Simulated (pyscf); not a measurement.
Optimised with ωB97X-D3(BJ)/def2-SVP in PySCF.

Task: How much does it cost (ΔH, 298 K, ωB97M-D3(BJ)/def2-TZVP) to split `[OH][Nb]([F])([F])([F])[SiH3]` at its Nb–Si bond into [HO–Nb(F)(F)–F]• + SiH₃•?

Result: Nb–Si to [HO–Nb(F)(F)–F]• + SiH₃•: 1.79 eV. The 7 functionals that were run give +1.68 (M06-2X) to +2.10 eV (ωB97X-D3(BJ)). The radicals are drawn with the spin at the cut bond; how far it spreads was not checked. HO–Nb(F)(F)(F)–SiH₃ lies 1.01 eV over its isomer F–NbH(F)(F)–O–SiH₃, and others may lie lower still (electronic energy, ωB97M-D3(BJ)). Other isomers of [HO–Nb(F)(F)–F]• were not searched in full and may lie lower. Open-shell species with a d-block atom are single-reference here; other states, and whether the spin sits on metal or ligand, were not checked. Elements past Kr carry the def2 core potentials, without spin-orbit coupling.
